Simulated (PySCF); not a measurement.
PySCF job for Si(Cl)4 cation (Cl4Si), SMILES Cl[Si](Cl)(Cl)Cl (connectivity only; charge and spin as stated), charge +1, multiplicity 2, PBE-D3(BJ)/def2-SVP. The structure is a stationary point at PBE-D3(BJ)/def2-SVP. The multiplicity is an assumed one; other spin states were not compared. The isomer is the one that the SMILES or the coordinates give; other isomers of the formula were not compared.

```python
import numpy as np
from pyscf import gto, scf, dft, df
from pyscf.hessian import thermo

mol = gto.M(
    atom='''
    Cl    1.21102739   -1.21102739    1.12792906
    Si    0.00000000    0.00000000    0.00000000
    Cl    1.21102739    1.21102739   -1.12792906
    Cl   -1.21102739   -1.21102738   -1.12792907
    Cl   -1.21102739    1.21102738    1.12792907
    ''',
    basis='def2-SVP',
    charge=1,
    spin=1,
    max_memory=1600,
    verbose=3,
)
mf = dft.UKS(mol, xc='pbe').density_fit(auxbasis='def2-universal-jkfit')
mf.disp = 'd3bj'
mf.grids.level = 3
mf.conv_tol = 1e-11
mf.max_cycle = 100
mf.kernel()
fine, coarse = mf.grids, dft.Grids(mol).set(level=1).build(with_non0tab=True)
for _ in range(3):  # follow internal instabilities
    mf.grids = coarse
    mo, _, stable, _ = mf.stability(return_status=True, nroots=4)
    mf.grids = fine
    if stable:
        break
    mf.kernel(mf.make_rdm1(mo, mf.mo_occ))

# [left out here: the lines that compute and print the analytic Hessian (its translational invariance restored by hand, since the grid's response is missing), thermochemistry and intensities]
```

Output:

```

WARN: HOMO -0.334718231902075 >= LUMO -0.334718231902076


WARN: HOMO -0.51048413822621 >= LUMO -0.510112595732879


WARN: HOMO -0.50478711545275 >= LUMO -0.504110988147347

converged SCF energy = -2128.53482933839  <S^2> = 0.75114595  2S+1 = 2.0011456
<class 'pyscf.df.df_jk.DFUKS'> wavefunction is stable in the internal stability analysis

WARN: DFTD3 does not support analytical Hessian, using finite difference


WARN: Mole.unit (angstrom) is changed to Bohr

Mode                                 0                   1                   2
Irrep
Freq [cm^-1]                       95.9154            113.4653            122.2612
Reduced mass [au]                  35.4500             35.4500             33.1100
Force const [Dyne/A]                0.1922              0.2689              0.2916
Char temp [K]                     138.0009            163.2513            175.9067
Normal mode                   x     y     z       x     y     z       x     y     z
       0  Cl                -0.06 -0.06 -0.00    0.03 -0.03 -0.07    0.05  0.03  0.03
       1  Si                -0.00 -0.00 -0.00    0.00  0.00 -0.00   -0.03 -0.09  0.00
       2  Cl                -0.06  0.06  0.00    0.03  0.03  0.07   -0.04  0.01  0.06
       3  Cl                 0.06 -0.06 -0.00   -0.03 -0.03  0.07   -0.04  0.01 -0.06
       4  Cl                 0.06  0.06  0.00   -0.03  0.03 -0.07    0.05  0.03 -0.03
Mode                                 3                   4                   5
Irrep
Freq [cm^-1]                      122.2623            175.0275            395.4666
Reduced mass [au]                  33.1100             33.3881             35.4500
Force const [Dyne/A]                0.2916              0.6026              3.2665
Char temp [K]                     175.9082            251.8256            568.9884
Normal mode                   x     y     z       x     y     z       x     y     z
       0  Cl                 0.01  0.04 -0.06    0.05 -0.05 -0.02   -0.05  0.05 -0.05
       1  Si                -0.09  0.03  0.00    0.00  0.00  0.09   -0.00 -0.00 -0.00
       2  Cl                 0.03 -0.05  0.03   -0.05 -0.05 -0.02   -0.05 -0.05  0.05
       3  Cl                 0.03 -0.05 -0.03    0.05  0.05 -0.02    0.05  0.05  0.05
       4  Cl                 0.01  0.04  0.06   -0.05  0.05 -0.02    0.05 -0.05 -0.05
Mode                                 6                   7                   8
Irrep
Freq [cm^-1]                      510.3557            518.9559            518.9580
Reduced mass [au]                  30.6361             30.8740             30.8740
Force const [Dyne/A]                4.7014              4.8990              4.8990
Char temp [K]                     734.2882            746.6620            746.6650
Normal mode                   x     y     z       x     y     z       x     y     z
       0  Cl                -0.03  0.03 -0.03    0.03 -0.03  0.03    0.04 -0.03  0.03
       1  Si                 0.00  0.00  0.15   -0.14 -0.01  0.00   -0.01  0.14 -0.00
       2  Cl                 0.03  0.03 -0.03    0.03  0.04 -0.03   -0.03 -0.03  0.03
       3  Cl                -0.03 -0.03 -0.03    0.03  0.04  0.03   -0.03 -0.03 -0.03
       4  Cl                 0.03 -0.03 -0.03    0.03 -0.03 -0.03    0.04 -0.03 -0.03
temperature 298.1500 [K]
pressure 101325.00 [Pa]
Rotational constants [GHz] 1.30130 1.30130 1.21507
Symmetry number 4
Zero-point energy (ZPE) 0.00586 [Eh]   15387.972 [J/mol]
                           tot       elec      trans        rot        vib
Entropy [J/mol/K]       365.881      5.763    172.789    111.636     75.692
Cv [J/mol/K]             86.647      0.000     12.472     12.472     61.704
Cp [J/mol/K]             94.962      0.000     20.786     12.472     61.704
Internal energy [J/mol]                      3718.434   3718.434  26912.818
Internal energy [Eh]   -2128.52175  -2128.53483
Enthalpy [J/mol]                             6197.391   3718.434  26912.818
Enthalpy [Eh]          -2128.52080
Gibbs free energy [J/mol]                  -45319.789 -29565.924   4345.307
Gibbs free energy [Eh] -2128.56235
mode   freq/cm-1   IR/(km/mol)
   1       95.92         0.000
   2      113.47         0.000
   3      122.26         1.503
   4      122.26         1.502
   5      175.03         1.452
   6      395.47         0.000
   7      510.36         0.968
   8      518.96         1.070
   9      518.96         1.072
max |gradient| / (hartree/bohr): 2.3884065451992083e-05
APT charges: [0.2296 0.0814 0.2296 0.2297 0.2297]
```

Self-consistency was reached.

Cost: about 100 core-seconds (a rough figure).
